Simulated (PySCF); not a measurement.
methylamine (CH5N), SMILES NC.

The structure is a stationary point at B3LYP-D3(BJ)/def2-TZVP.

These are TDA-PBE0/def2-TZVPD run with PySCF values and carry that method's errors.

Vertical excitations. Gas-phase values at a fixed geometry. State labels are in the subgroup Cs.

```
state  symmetry  energy (eV)  λ (nm)      f        main pairs
-----  --------  -----------  ------  -----  ----------------
S1           A'         5.86     212  0.010    HOMO→LUMO 97 %
S2           A'         6.82     182  0.043  HOMO→LUMO+1 97 %
S3           A"         7.47     166  0.007  HOMO→LUMO+2 98 %
S4           A'         8.03     154  0.081  HOMO→LUMO+3 99 %
S5           A"         8.51     146  0.001  HOMO→LUMO+4 99 %
S6           A'         8.80     141  0.001  HOMO→LUMO+5 98 %
S7           A'         9.06     137  0.013  HOMO→LUMO+6 98 %
S8           A"         9.36     132  0.009  HOMO−1→LUMO 99 %
S9           A"         9.61     129  0.000  HOMO→LUMO+7 98 %
S10          A'        10.12     122  0.006  HOMO→LUMO+8 88 %
T1           A'         5.58     222      0    HOMO→LUMO 91 %
T2           A'         6.61     188      0  HOMO→LUMO+1 91 %
T3           A"         7.23     172      0  HOMO→LUMO+2 93 %
T4           A'         7.77     160      0  HOMO→LUMO+3 96 %
```
Triplets are in the Tamm–Dancoff approximation.
